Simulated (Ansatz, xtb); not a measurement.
**Relative energy of two structures of CH3NSi−**

Structure X: a doublet given by its coordinates. Structure Y: the doublet with the links of `[N-]=[C][SiH3]`. Both are isolated ions in the gas phase, relaxed with BLYP-D3(BJ)/def2-SVPD.

X (Å):

```xyz
6

C    -1.2312   -1.6971    1.3053
N    -0.4616   -0.7549    0.8519
Si    0.3047   -0.6159   -0.7670
H    -1.6657   -2.5180    0.6698
H    -1.4941   -1.7591    2.3881
H     0.4658    0.9442   -0.7376
```

Close contacts (Å): C1–N2 1.30, N2–Si3 1.80, C1–H4 1.13, C1–H5 1.12, Si3–H6 1.57.

Y (Å):

```xyz
6

C    -1.2176   -2.4584    0.7566
N    -1.7200   -3.4184    1.2478
Si   -0.5605   -0.5393    0.7156
H     0.8540   -0.8441    0.2527
H    -1.3026   -0.1228   -0.5428
H    -0.2924    0.9374    1.3280
```

Question: Estimate which is lower in electronic energy at CCSD(T)/def2-SVPD, and by roughly how much.

Answer: The CCSD(T)/def2-SVPD calculation puts structure Y lower, by 9.2 kcal/mol.

How the difference moves with the method:

```json
{"level": "GFN2-xTB", "geometry": "GFN2-xTB", "E(Y) − E(X) (kcal/mol)": "−20.6", "departure from the last row (kcal/mol)": "−11.4", "job, with rough time for the two": "optimisation, 0.16 s"}
{"level": "HF/STO-3G", "geometry": "GFN2-xTB", "E(Y) − E(X) (kcal/mol)": "−3.5", "departure from the last row (kcal/mol)": "+5.7", "job, with rough time for the two": "single point, 0.42 s"}
{"level": "r2SCAN-D4/def2-SVPD", "geometry": "GFN2-xTB", "E(Y) − E(X) (kcal/mol)": "−3.3", "departure from the last row (kcal/mol)": "+5.9", "job, with rough time for the two": "single point, 3.8 s"}
{"level": "BLYP-D3(BJ)/def2-SVPD", "geometry": "BLYP-D3(BJ)/def2-SVPD", "E(Y) − E(X) (kcal/mol)": "−5.9", "departure from the last row (kcal/mol)": "+3.4", "job, with rough time for the two": "optimisation, 49 s"}
{"level": "HF/def2-SVPD", "geometry": "BLYP-D3(BJ)/def2-SVPD", "E(Y) − E(X) (kcal/mol)": "−7.1", "departure from the last row (kcal/mol)": "+2.2", "job, with rough time for the two": "part of the CCSD(T) run"}
{"level": "MP2/def2-SVPD", "geometry": "BLYP-D3(BJ)/def2-SVPD", "E(Y) − E(X) (kcal/mol)": "−18.1", "departure from the last row (kcal/mol)": "−8.8", "job, with rough time for the two": "part of the CCSD(T) run"}
{"level": "CCSD(T)/def2-SVPD", "geometry": "BLYP-D3(BJ)/def2-SVPD", "E(Y) − E(X) (kcal/mol)": "−9.2", "departure from the last row (kcal/mol)": "", "job, with rough time for the two": "single point, 17 s"}
```

None of the levels shown reverses the order. The largest departure from CCSD(T)/def2-SVPD is that of GFN2-xTB, 11.4 kcal/mol.

With harmonic frequencies from BLYP-D3(BJ)/def2-SVPD (ideal gas, rigid rotor, one conformer each, 298.15 K, 1 atm): on the last row, ΔE + ΔZPE = −12.6, ΔH = −12.4, ΔG = −12.9 kcal/mol.

Open shells are spin-unrestricted, with notable spin contamination under HF/STO-3G, HF/def2-SVPD, MP2/def2-SVPD, CCSD(T)/def2-SVPD. The correlated steps freeze 7 core orbitals. Mirror images aren't counted in ΔG. Programs: Ansatz 0.2.0, xtb 6.7.1; the last row on 2 threads of Intel(R) Xeon(R) Platinum 8259CL CPU @ 2.50GHz (Skylake/Cascade Lake) on a shared host.
